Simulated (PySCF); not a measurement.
Potential energy curve for SMILES S, singlet. The S1–H3 bond (S1 also carries H; H3 carries nothing else) is stretched with both fragments frozen at the PBE0/def2-TZVP optimised geometry.

Levels of theory: UKS-wB97X-V = unrestricted wB97X-V/cc-pVDZ (PySCF); UKS-PBE0 = unrestricted PBE0/cc-pVDZ (PySCF); RHF/cc-pVDZ (PySCF).

Magnitude of the dipole moment (D; its direction can reverse along the curve, and a method can change to another solution) and Mulliken charge of the fragment that holds S1:

```tsv
R / Å	μ UKS-wB97X-V	q UKS-wB97X-V	μ UKS-PBE0	q UKS-PBE0	μ RHF	q RHF
1.00	1.31	0.12	1.31	0.09	1.30	0.11
1.09	1.31	0.02	1.31	0.00	1.30	0.02
1.13	1.31	-0.01	1.31	-0.03	1.30	0.00
1.22	1.31	-0.05	1.31	-0.07	1.30	-0.05
1.27	1.31	-0.07	1.31	-0.09	1.30	-0.06
1.31	1.31	-0.08	1.31	-0.09	1.30	-0.07
1.34	1.31	-0.08	1.31	-0.10	1.30	-0.08
1.38	1.30	-0.09	1.31	-0.10	1.30	-0.08
1.42	1.30	-0.09	1.31	-0.11	1.29	-0.09
1.48	1.29	-0.10	1.30	-0.11	1.28	-0.09
1.54	1.29	-0.10	1.29	-0.11	1.27	-0.09
1.65	1.27	-0.09	1.28	-0.11	1.25	-0.09
1.81	1.24	-0.09	1.25	-0.10	1.21	-0.08
2.02	1.20	-0.07	1.21	-0.09	1.16	-0.06
2.19	1.14	-0.06	1.18	-0.07	1.13	-0.05
2.42	1.08	-0.04	1.13	-0.06	1.10	-0.03
2.69	1.03	-0.02	1.07	-0.04	1.09	-0.01
2.92	1.02	-0.01	1.03	-0.02	1.09	0.00
3.27	1.01	0.00	1.01	-0.01	1.10	0.00
3.59	1.02	0.00	1.01	0.00	1.10	0.00
4.06	1.02	0.00	1.01	0.00	1.09	0.00
4.73	1.02	0.00	1.01	0.00	1.09	-0.01
```

The unrestricted determinant behind UKS-wB97X-V, UKS-PBE0 is spin-contaminated at 2.19 to 4.73 Å (<S²> up to 1.0, against 0.00 for a pure singlet). The restricted form behind RHF keeps the bonding electrons paired and can't separate into open-shell fragments.
